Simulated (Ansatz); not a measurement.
Cost and result for the atomization energy of C3H4N2 (`N=C1CC1=N`) (9 atoms, 9 bonds).

| atom | x (Å) | y (Å) | z (Å) |
| --- | --- | --- | --- |
| N1 | 1.041 | -1.454 | -0.819 |
| C2 | 0.469 | -0.518 | -0.210 |
| C3 | 0.593 | 0.401 | 0.958 |
| C4 | -0.577 | 0.444 | 0.035 |
| N5 | -1.663 | 1.033 | -0.188 |
| H6 | 0.485 | -1.750 | -1.625 |
| H7 | 0.449 | -0.009 | 1.957 |
| H8 | 1.323 | 1.207 | 0.908 |
| H9 | -2.118 | 0.646 | -1.017 |

The species carries charge 0 and has multiplicity 1. All single points use the PBE0-D4/def2-TZVP geometry. It is one conformer, not always the lowest. Program: Ansatz. All runs use 2 threads of an Arm Neoverse V2 on a shared host. Times are those of one run each, without the atoms' runs, and a repeat can differ threefold. Electronic energies, without spin–orbit coupling; frozen cores. CCSD(T)/CBS adds CCSD(T) − MP2 in def2-TZVPP to the MP2 limit, and its time is that of the two runs behind it. T1 = 0.013; the RHF reference is unstable towards UHF. B3LYP takes the VWN-RPA correlation (the form of Gaussian; ORCA's B3LYP/G).

CCSD(T)/CBS is a level of theory with its own doubt, some kJ/mol a heavy atom from the limit and from the frozen cores, so smaller differences don't rank the functionals.

| level | functions | wall time |
| --- | --- | --- |
| LDA (SPW92)/def2-TZVPP | 211 | 1.1 s |
| PBE-D4/def2-TZVPP (with forces) | 211 | 2.4 s |
| PBE0-D4/def2-TZVPP | 211 | 2.4 s |
| BHLYP-D4/def2-TZVPP | 211 | 2.5 s |
| CAM-B3LYP-D4/def2-TZVPP | 211 | 2.8 s |
| B3LYP-D4/def2-TZVPP (with forces) | 211 | 3.6 s |
| CCSD(T)/def2-SVP | 90 | 3.7 s |
| r2SCAN-D4/def2-TZVPP (with forces) | 211 | 4.4 s |
| ωB97X-V/def2-TZVPP | 211 | 7 s |
| ωB97M-V/def2-TZVPP (with forces) | 211 | 9.5 s |
| MP2/def2-QZVPP | 405 | 19 s |
| CCSD(T)/def2-TZVPP | 211 | 84 s |
| CCSD(T)/CBS(def2) | – | 100 s |

Task: What atomization energy does each give, and how far from CCSD(T)/CBS? (Estimate.)

Result: The calculation gave: 
```tsv
level	atomization (kJ/mol)	difference from CCSD(T)/CBS	per bond
LDA (SPW92)/def2-TZVPP	4409.4	722.2	80.3
PBE-D4/def2-TZVPP (with forces)	3915.7	228.5	25.4
PBE0-D4/def2-TZVPP	3772.9	85.7	9.5
BHLYP-D4/def2-TZVPP	3541.8	-145.4	-16.1
CAM-B3LYP-D4/def2-TZVPP	3736.6	49.4	5.5
B3LYP-D4/def2-TZVPP (with forces)	3737.9	50.7	5.6
CCSD(T)/def2-SVP	3489.5	-197.7	-22.0
r2SCAN-D4/def2-TZVPP (with forces)	3721.8	34.6	3.9
ωB97X-V/def2-TZVPP	3725.7	38.5	4.3
ωB97M-V/def2-TZVPP (with forces)	3730.5	43.3	4.8
MP2/def2-QZVPP	3740.7	53.5	6.0
CCSD(T)/def2-TZVPP	3571.4	-115.8	-12.9
CCSD(T)/CBS(def2)	3687.2	0.0	0.0
```

From BLYP to BHLYP (50 % exact exchange), in def2-TZVPP and without D4, the atomization energy moves by −225.9 kJ/mol: exact exchange takes away binding that semilocal exchange gives to molecules. In def2-TZVPP, CCSD(T) changes the Hartree–Fock value by +1162.8 kJ/mol (the triples alone add +89.8 kJ/mol) and MP2 by +1263.8 kJ/mol; breaking electron pairs costs correlation energy, which Hartree–Fock lacks. At CCSD(T), def2-SVP lies −197.6 kJ/mol from the extrapolated value and def2-TZVPP −115.8 kJ/mol: correlation converges slowly with the basis, and small sets miss more of it in the bonded molecule than in its fragments.
